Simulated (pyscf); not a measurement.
AsH₃ (SMILES [AsH3]) + HO–GeH₃ (SMILES [OH][GeH3]) → H₃Ge–AsH₂ (SMILES [GeH3][AsH2]) + H₂O (SMILES O), a four-centre exchange (singlet surface; As–H, Ge–O broken, As–Ge, H–O formed). Single points on ωB97X-D3(BJ)/def2-SVP structures (PySCF, gas phase). Energies in kcal/mol from the separated reactants.

Small-basis levels: PySCF, no dispersion term, spherical d functions. 

In single points B3LYP/6-31G*+LANL2DZ puts the saddle at 37.1 kcal/mol and the reaction energy at +2.6 kcal/mol. Should these be trusted to within a few kcal/mol? Compare with ωB97M-D3(BJ)/def2-TZVP.

ωB97M-D3(BJ)/def2-TZVP gives ΔE‡ = 36.9 kcal/mol and ΔE = -3.0 kcal/mol. B3LYP/6-31G*+LANL2DZ lies 0.2 kcal/mol over it in the barrier and 5.6 kcal/mol over it in the reaction energy, so on this step it does not hold to within 3.0 kcal/mol. ωB97M-D3(BJ)/def2-TZVP has limits of its own. This is the saddle that the search found; another between the same sides may lie lower. In the def2 sets elements up to Kr have no core potential.
